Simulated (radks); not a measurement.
# Si³⁺ in [He] 2s1.5 2p6 3s1.5: an all-electron calculation

What are the levels of the silicon ion Si3+, how large are its shells, and how does its energy divide?

Program: radks (a radial shooting solver on a logarithmic mesh, Libxc functionals) version 1. Level of theory: Dirac Kohn-Sham, PBE, spin-unpolarised, spherical densities, finite nucleus. These are calculated values, not measurements, unless marked.

**1. Starting point**

| Property | Result |
| --- | --- |
| element | silicon (Z = 14) |
| charge | +3 |
| electrons | 11 |
| configuration | [He] 2s1.5 2p6 3s1.5 |
| nuclear rms radius | 3.1224 fm |

**2. The calculation**

The run's settings:

```text
Z 14
configuration [He] 2s1.5 2p6 3s1.5
relativity Dirac
functional pbe,pbe
spin unpolarised
j_filling energy
nucleus finite rms 3.1224 fm
c 137.035999084
```

Q: Predict the outcome of this run.

The runs gave:

```
                        quantity                   value
                    total energy      -285.14669 hartree
exchange-correlation share of it                  6.78 %
                            −T/E                  1.0031
          highest occupied level       3s1/2, -41.748 eV
    most extended occupied level  3s1/2, <r> = 1.79 bohr
 radius at density 0.001 e/bohr³               3.12 bohr
    maxima of the radial density                       2
```

The radial density shows 2 maxima for 3 occupied principal shells; where shells overlap, one shows as a shoulder or not at all. Relativity lifts −T/E to 1.003. This is not the tabulated ground configuration, so its levels and sizes aren't those of the ground state, and no measured value stands beside it.
